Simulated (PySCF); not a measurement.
Vibration and rotation of CN⁻

RHF-CCSD(T) constants of CN⁻, ¹Σ⁺ (singlet), closed shell (PySCF, no relativity, basis sets C def2-TZVPPD, N def2-TZVPPD; masses 12.0000 and 14.0031 u):

* ωe: 2064.5 cm⁻¹
* ωexe: 12.3 cm⁻¹
* Be: 1.8635 cm⁻¹
* αe: 0.0164 cm⁻¹
* D (centrifugal): 6.07e-06 cm⁻¹

Problem. Estimate the standard entropy (1 bar) and heat capacity of the ideal gas at 1500 K, rigid rotor with B0 and harmonic oscillator at the fundamental.

Solution. Translation (Sackur–Tetrode, M = 26.00 u): 183.1 J/(mol K). Rotation: q = kT/(σB0) = 562 with σ = 1, 61.0. Vibration: x = hcν0/kT = 1.96, 3.94. S° = 248.0 J/(mol K); Cp = 7R/2 + 6.10 = 35.2 J/(mol K).

Correlated steps freeze 2 core orbitals.
